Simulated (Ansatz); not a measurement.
`[CH3][Mg][Cl]`, relaxed with RKS PBE0-D4/def2-TZVP in Ansatz 0.2.0 from a PBE-D4/def2-SVP geometry. The force threshold is 0.005 eV/Å; the program also tests the step.

Total charge 0; spin multiplicity 1.

Start:

```xyz
6

C    -0.048   -0.851   -0.151
Mg    0.069    1.205    0.214
Cl    0.193    3.391    0.603
H     0.956   -1.324   -0.128
H    -0.493   -1.060   -1.147
H    -0.676   -1.362    0.609
```

| step | energy (eV) | largest force (eV/Å) | largest move (Å) |
| --- | --- | --- | --- |
| 1 | -19047.4502 | 0.427 | 0.000 |
| 2 | -19047.4710 | 0.119 | 0.032 |
| 3 | -19047.4727 | 0.005 | 0.013 |

End:

```xyz
6

C    -0.048   -0.840   -0.149
Mg    0.068    1.191    0.212
Cl    0.191    3.347    0.595
H     0.941   -1.307   -0.127
H    -0.486   -1.047   -1.130
H    -0.666   -1.344    0.599
```

Hardware: 4 threads of an Arm Neoverse V2 on a shared host. Wall time 2.9 s, peak host memory 0.2 GiB.
